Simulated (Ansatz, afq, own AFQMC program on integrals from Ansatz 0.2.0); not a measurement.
**Be$_{2}$H$_{2}$, singlet: AFQMC among the cluster methods**

| atom | x (Å) | y (Å) | z (Å) |
| --- | --- | --- | --- |
| Be | 0.0000 | 0.0000 | 1.0527 |
| Be | 0.0000 | 0.0000 | -1.0527 |
| H | 0.0000 | 0.0000 | 2.4002 |
| H | 0.0000 | 0.0000 | -2.4002 |

Connectivity, by distances: BeH–BeH.

Basis cc-pVDZ. Only valence electrons are correlated. Ansatz 0.2.0 and our own AFQMC program on the same integrals; the CISD trial comes from CCSD amplitudes, and released means the phaseless constraint is let go. Free projection: walkers drawn from exp(T), propagated without any constraint. Its projection time is finite, and what remains of the start isn't in its error. ± is one standard error of the sampling.

Determinant: RHF, the one that the program's search chose, which needn't be the lowest solution. The geometry is a point of a scan.

Full CI on the same integrals is exact in this basis and with this determinant's frozen core.

The T1 diagnostic is 0.0071, the weight of the determinant in the CISD state is 0.917 and the size of the correlated space is 6 electrons in 36 orbitals.

Reference: full CI, correlation energy -2.954 eV. The released energy is read at 2.40 1/Eh (meV from the phaseless value at times in 1/Eh: 6 ± 4 at 0.24, 4 ± 4 at 0.51, 3 ± 4 at 0.99, -5 ± 4 at 1.62, 1 ± 5 at 2.40).

| level | E − E(reference) (meV) | share of correlation (%) |
| --- | --- | --- |
| HF | 2953.7 | 0.00 |
| MP2 | 816.6 | 72.35 |
| CCSD | 51.5 | 98.26 |
| CCSD(T) | 14.3 | 99.52 |
| CCSDT | 1.6 | 99.95 |
| CCSDT(Q) | 0.4 | 99.99 |
| ph-AFQMC/HF | 9.1 ± 22.9 | 99.69 |
| ph-AFQMC/CISD | -3.0 ± 3.4 | 100.10 |
| released AFQMC | -2.3 ± 4.9 | 100.08 |
| free AFQMC | -1.6 ± 6.4 | 100.05 |

CCSDT and higher add their correlation energy to the determinant of the CCSD(T) run, since their own runs factorise the integrals more tightly (a shift of under 2 meV). Free projections are given only where their last times agree within the noise and don't stop above the reference; a slow remainder of the start can still hide under it. A walk keeps the symmetry of its determinant, which the program's search chose and which needn't be the lowest solution, so a lower state of the same spin and another symmetry isn't excluded. Released energies are given only where the last usable release times agree within the noise; a slower fall can still hide under it.
